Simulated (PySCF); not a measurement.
Species: C2H5P2 (charge -1).
SMILES: `C=C[P-]P`

Torsions of this conformer, `[CH2:1]=[CH:2][P-:3][PH2:4]`: C1–C2–P3–P4 180°, H–P4–P3–C2 -133°, H–P4–P3–C2 133°.

The closed-shell ground state was solved at several levels (PySCF, density fitting, gas phase, non-relativistic). Isolated species at its PBE0-D3(BJ)/def2-SVP geometry (one conformer only). The geometry's basis has no diffuse functions, a weakness for an anion. Where the HOMO energy is positive, the finite basis confines the outermost electrons. No diffuse functions stand in pcSseg-1 and pcSseg-2, which bears on an anion's orbital energies.

| level | basis functions | HOMO (eV) | LUMO (eV) | gap (eV) |
| --- | --- | --- | --- | --- |
| CAM-B3LYP/def2-SVPD | 128 | -0.96 | 5.37 | 6.33 |
| PBE0/pcSseg-1 | 107 | 0.20 | 5.31 | 5.11 |

Estimate the row for wB97X-D/pcSseg-2, a basis of 228 functions; the other rows only guide the guess.

HOMO -1.67 eV, LUMO 6.13 eV, gap 7.80 eV.

Over all these levels, which gives the widest orbital gap and which the narrowest?

wB97X-D/pcSseg-2 (range-separated hybrid) has the widest, 7.80 eV, and PBE0/pcSseg-1 (global hybrid, 25 % exact exchange) the narrowest, 5.11 eV. Functional and basis both differ between the two, so the spread mixes both effects.
